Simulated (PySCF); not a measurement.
# Identify the compound

An unknown has the formula C$_{3}$H$_{3}$N$_{3}$. Its calculated NMR data are:

1H NMR (600 MHz, computed): δ 9.27 (s, 3H).

13C{1H} NMR (computed): δ 173.0 (CH).

Non-relativistic Hamiltonian, one computed conformer, averaged over atoms made equivalent by symmetry, fast rotation or ring inversion, isolated molecule. Structure optimised with PBE0-D3(BJ)/def2-SVP; J: B3LYP/pcJ-1; shielding tensors at PBE0/pcSseg-1 (GIAO); PySCF.

References, each an isolated molecule treated in the same way: 1H (σ = 31.27 ppm) and 13C (σ = 184.41 ppm) vs TMS.

What is the structure?

## Answers


1. Rings plus π bonds: 4 (1 ring in the answer).
2. 1 carbon signal for 3 carbons: some carbons are equivalent by symmetry or fast rotation.
3. Carbon types of the structure: 3 × CH, which accounts for all hydrogens.
4. δC 173.0: aromatic CH between two ring heteroatoms.
5. δH 9.27: hydrogen on an aromatic CH between two ring heteroatoms; it sits in the deshielding region of the aromatic ring current.

Structure: SMILES c1ncncn1.

This is the structure that produced the data.

Shifts are as computed. Against solution values, carbons near 30 ppm lie about +2 ppm off and those near 130 ppm about +5 ppm. Of 1211 compounds with measured shifts, 218 miss one by over three times the rms of a fit or turn the order of signals round; such compounds aren't used in these exercises.
